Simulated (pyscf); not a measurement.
Single points on ωB97X-D3(BJ)/def2-SVP structures (PySCF, gas phase).

Question: Estimate by transition-state theory the rate constant of H₂C=CH–GaH₂ (SMILES C=[CH][GaH2]) + H₂ (SMILES [H][H]) -> GaH₃ (SMILES [GaH3]) + H₂C=CH₂ (SMILES C=C) (singlet surface; C–Ga, H–H broken, Ga–H, C–H formed) at 600 K, with ωB97M-D3(BJ)/def2-TZVP energies (ideal gas, 1 atm, RRHO with modes under 100 cm⁻¹ raised to 100, one conformer, R ln 2 for chiral ones without a mode under 150 cm⁻¹; no tunnelling).

Answer: The electronic barrier is 28.7 kcal/mol and the thermal terms add +19.1, so ΔG‡ = 47.8 kcal/mol. With k_BT/h = 1.25e+13 s⁻¹ and RT = 1.192 kcal/mol, and a volume of 8.18e-20 cm³ per molecule at 1 atm, k = 3.8e-24 cm³ molecule⁻¹ s⁻¹. Wigner's tunnelling factor for 1411i cm⁻¹ would be 1.48, likely too low at so high a frequency. A shift of 1 kcal/mol in the barrier changes k by a factor 2.3. On the product side the descent ends in a bound adduct, 12.4 kcal/mol under the separated species and 45.0 kcal/mol under the saddle at ωB97X-D3(BJ)/def2-TZVP. At the saddle there is also a short Ga–H contact that neither side keeps. H₂C=CH–GaH₂ lies 17.6 kcal/mol over its isomer H₃C–CH₂–Ga [singlet] (electronic energy, ωB97M-D3(BJ)/def2-TZVP). This is the saddle that the search found; another between the same sides may lie lower. Elements up to Kr have no core potential and no relativistic terms here.
